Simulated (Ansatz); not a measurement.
# Worked example: correlation energy of AlH₃⁺, doublet

Geometry: a PBE0/def2-TZVP stationary point for this spin, not checked as a minimum.

```yaml
atoms:
  - { symbol: Al, position_ang: [0.0000, 0.0571, 0.0000] }
  - { symbol: H, position_ang: [0.0000, 0.2262, -1.5512] }
  - { symbol: H, position_ang: [0.0000, 0.2262, 1.5512] }
  - { symbol: H, position_ang: [0.0000, -1.9820, 0.0000] }
```

Basis aug-cc-pVDZ; Ansatz 0.2.0. Correlated methods freeze the noble-gas cores, which leaves 5 electrons in 49 orbitals. Prefix R: restricted or restricted open-shell reference; prefix U: unrestricted.

Full CI is exact within this basis and frozen core; it isn't the basis-set limit. The frozen core follows each run's orbitals, which can shift R against U totals by a few meV.

Runs differ by some tens of microhartree through their thresholds and, for an open shell, their frozen cores, so steps under 0.1 kcal/mol mean nothing.

```json
{"level": "UHF", "total energy (hartree)": "-243.282400"}
{"level": "UMP2", "total energy (hartree)": "-243.337190"}
{"level": "UCCSD", "total energy (hartree)": "-243.356341"}
{"level": "UCCSD(T)", "total energy (hartree)": "-243.357222"}
{"level": "UCCSDT", "total energy (hartree)": "-243.357610"}
{"level": "UCCSDT(Q)", "total energy (hartree)": "-243.357635"}
{"level": "full CI", "total energy (hartree)": "-243.357645"}
```

Problem. What is the correlation energy at full CI, and what share of it do UMP2 and UCCSD recover?

Solution. E(corr) = -243.357645 − (-243.282400) = -0.075245 hartree = -2.048 eV. UMP2: -0.054790 / -0.075245 = 72.82 %. UCCSD: -0.073941 / -0.075245 = 98.27 %.

Problem. By how many kcal/mol does UCCSD(T) miss full CI (1 hartree = 627.509 kcal/mol), and which steps make up the rest?

Solution. -243.357222 − (-243.357645) = 0.000423 hartree = 0.27 kcal/mol. Steps: UCCSDT − UCCSD(T) = -0.24, UCCSDT(Q) − UCCSDT = -0.02, full CI − UCCSDT(Q) = -0.01 kcal/mol. That is within 1 kcal/mol of the reference in this basis, which itself misses far more of the correlation at the basis-set limit.
